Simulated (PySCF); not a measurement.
# Computed NMR parameters against published values

Numbering as in the mapped SMILES `[NH:1]=[PH3:2]` (H(Xn): hydrogen on atom n).

[PySCF: structure optimised with PBE0-D3(BJ)/def2-TZVP; PBE0/pcSseg-2 with gauge-including orbitals; fast rotation and ring inversion assumed for equivalent nuclei; in vacuum; non-relativistic Hamiltonian; single conformer]

Reference values: CCSD(T)/cc-pVQZ (gas (isolated, no vibration); M. Maurer, PhD thesis, LMU Munich (Maurer, Ochsenfeld, JCTC 2015 SI; set of Flaig et al., JCTC 2014, 10, 572)).
| atoms | quantity | reference | computed | computed, scaled |
| --- | --- | --- | --- | --- |
| N1 | δ ¹⁵N vs CH3NO2 (same level) | -402.8 | – | -394.8 |
| P2 | δ ³¹P vs PH3 (same level) | 174.2 | 181.8 | – |

Computed shifts are σ(ref) − σ with the named reference compound (TMS for H and C) calculated as an isolated molecule at the same level. The measured values may be among those fitted. Shieldings were converted by a linear fit to measured shifts: ³¹P: δ = 278.92 − 0.899σ (rms 16.5 ppm, 39 shifts vs H3PO4, solution or neat liquid); ¹⁵N: δ = -152.97 − 0.891σ (rms 7.2 ppm, 34 shifts vs CH3NO2, solution or neat liquid). A few per cent of atoms miss by over 2 rms, more outside the fitted compound classes.
